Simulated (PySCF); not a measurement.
## PH3: calculation against experiment

**Experimental background.**

From NIST CCCBDB Release 22 (SRD 101), experimental dipoles, for the gas: dipole moment (microwave Stark effect) 0.58 D.

The results are set against them at the end.

PH3.
Numbering: `[PH3:1]` (hydrogens: H2, H3, H4 on P1)

Structure used (GFN2-xTB), in Å, numbered top down from 1:
```xyz
4
PH3 angstrom
P     -0.0015    0.0035    0.5704
H     -0.5587    1.0086   -0.2056
H      1.1583   -0.0163   -0.1896
H     -0.5880   -0.9910   -0.1980
```

The PySCF runs (gas phase, on this GFN2-xTB geometry; no spin–orbit coupling):

```tsv
level	job	basis functions	wall time
BHandHLYP/def2-TZVPP	shieldings	84	0.91 s
BLYP/aug-pcSseg-1	shieldings	60	0.83 s
HSE06/aug-pcSseg-1	shieldings	60	1.1 s
LC-wPBE/aug-pcSseg-1	shieldings	60	1.1 s
LDA/aug-pcSseg-1	shieldings	60	0.6 s
OLYP/aug-pcSseg-1	shieldings	60	0.92 s
WP04/aug-pcSseg-1	shieldings	60	0.8 s
WP04/def2-SVPD	shieldings	48	0.76 s
X3LYP/def2-SVPD	shieldings	48	0.51 s
mPW1PW91/aug-pcSseg-1	shieldings	60	0.68 s
revPBE/def2-SVPD	shieldings	48	0.63 s
wB97X/def2-SVPD	shieldings	48	0.61 s
```

Hardware: one thread, Intel Xeon at 2.30 GHz (x86_64) (shared host).

**Comparison with experiment**

**Dipole moment.** Measured: 0.58 D (NIST CCCBDB Release 22 (SRD 101), experimental dipoles).

```tsv
level	computed (D)	computed − measured (D)	% (from the printed values)
BHandHLYP/def2-TZVPP	0.65	+0.07	+12
BLYP/aug-pcSseg-1	0.63	+0.05	+9
HSE06/aug-pcSseg-1	0.73	+0.15	+26
LC-wPBE/aug-pcSseg-1	0.82	+0.24	+41
LDA/aug-pcSseg-1	0.76	+0.18	+31
OLYP/aug-pcSseg-1	0.70	+0.12	+21
WP04/aug-pcSseg-1	0.58	0.00	0
WP04/def2-SVPD	0.55	-0.03	-5
X3LYP/def2-SVPD	0.62	+0.04	+7
mPW1PW91/aug-pcSseg-1	0.74	+0.16	+28
revPBE/def2-SVPD	0.66	+0.08	+14
wB97X/def2-SVPD	0.76	+0.18	+31
```

12 of the 60 levels run are shown, the closest and the furthest among them. Closest is WP04/aug-pcSseg-1 (0.00 D), furthest LC-wPBE/aug-pcSseg-1 (+0.24 D); one molecule doesn't rank methods. The computed dipoles belong to one fixed geometry; measured ones are averaged over vibrations unless marked μe. Magnitudes are compared, not signs.

No measured geometry was used, and the causes of the misses weren't examined.
